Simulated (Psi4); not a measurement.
**Run times for C2HClF2 (SMILES FC(F)=CCl)**

The species is C2HClF2 (6 atoms), meant as a singlet with charge 0. As SMILES, `FC(F)=CCl`. The shape is that of a PBE0-D4/def2-TZVP optimisation.

```
atom    x (Å)    y (Å)    z (Å)
   F   0.9010  -0.8104   1.3420
   C   0.2676  -0.5622   0.2204
   F   0.1925  -1.6326  -0.5227
   C  -0.2184   0.6268  -0.0866
  Cl  -1.0390   0.9264  -1.5521
   H  -0.1038   1.4520   0.5990
```

Program: Psi4 1.11. Hardware: 1 thread of Intel Xeon at 2.50GHz (Skylake/Cascade Lake), shared host, so times are rough. Two-electron integrals are exact unless an approximation is named.

Problem. Estimate their order by wall time, quickest first.
A. energy at HF/6-31G* (spherical functions)
B. energy at CCSD/6-31G* (spherical functions), 9 core orbitals frozen
C. energy of the triplet at UCCSD/6-31G* (spherical functions), 9 core orbitals frozen

Solution. A (6.9 s), B (45 s), C (2.4 min).
